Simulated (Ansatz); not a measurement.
A calculation on HfO2 (P2₁/c, No. 14) returned equilibrium volume per atom 11.63 Å³/atom, formation enthalpy -3.528 eV/atom.

Q: Which level of theory produced these numbers?
(A) PBE (Ansatz, a first-principles code)
(B) r²SCAN+rVV10 (Ansatz)
(C) r²SCAN (Ansatz)
(D) PBE-D3(BJ) (Ansatz)

A: D, PBE-D3(BJ) (Ansatz)

The others give: r²SCAN+rVV10 11.42 Å³/atom, -3.864 eV/atom; r²SCAN 11.53 Å³/atom, -3.802 eV/atom; PBE 11.83 Å³/atom, -3.460 eV/atom.

Unless a cell is named, each level is at its own relaxed cell (PBE 11.83, PBE-D3(BJ) 11.63, r²SCAN 11.53, r²SCAN+rVV10 11.42 Å³/atom).

Caveats: the relaxation could not lower the start's symmetry, so the cell can be a saddle point above a distorted one (r²SCAN+rVV10, r²SCAN, PBE, PBE-D3(BJ)). Ansatz's density-functional and Hartree–Fock values are scalar-relativistic unless marked +SOC, with PAW data made under PBE.
